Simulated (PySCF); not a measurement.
AlCl₃, SMILES [Cl][Al]([Cl])[Cl].

Geometry: B3LYP-D3(BJ)/def2-SVP. The isomer is the one that the SMILES or the coordinates give; other isomers of the formula were not compared.

These are PBE/def2-TZVPD (PySCF) values and carry that method's errors.

Symmetry labels are those of the subgroup C2v that the program uses (full group D3h).

List the valence orbital energies around the gap with their symmetry. (The exact figures need the calculation; the answer reports its results.)


```json
[
 {"orbital": "HOMO−7", "symmetry": "A1", "energy (eV)": "-9.95"},
 {"orbital": "HOMO−6", "symmetry": "B1", "energy (eV)": "-9.95"},
 {"orbital": "HOMO−5", "symmetry": "B2", "energy (eV)": "-9.04"},
 {"orbital": "HOMO−4", "symmetry": "A1", "energy (eV)": "-8.60"},
 {"orbital": "HOMO−3", "symmetry": "B1", "energy (eV)": "-8.60"},
 {"orbital": "HOMO−2", "symmetry": "B2", "energy (eV)": "-8.47"},
 {"orbital": "HOMO−1", "symmetry": "A2", "energy (eV)": "-8.47"},
 {"orbital": "HOMO", "symmetry": "B1", "energy (eV)": "-8.02"},
 {"orbital": "LUMO", "symmetry": "A1", "energy (eV)": "-2.40"},
 {"orbital": "LUMO+1", "symmetry": "B2", "energy (eV)": "-2.06"},
 {"orbital": "LUMO+2", "symmetry": "A1", "energy (eV)": "0.12"},
 {"orbital": "LUMO+3", "symmetry": "A1", "energy (eV)": "0.19"}
]
```
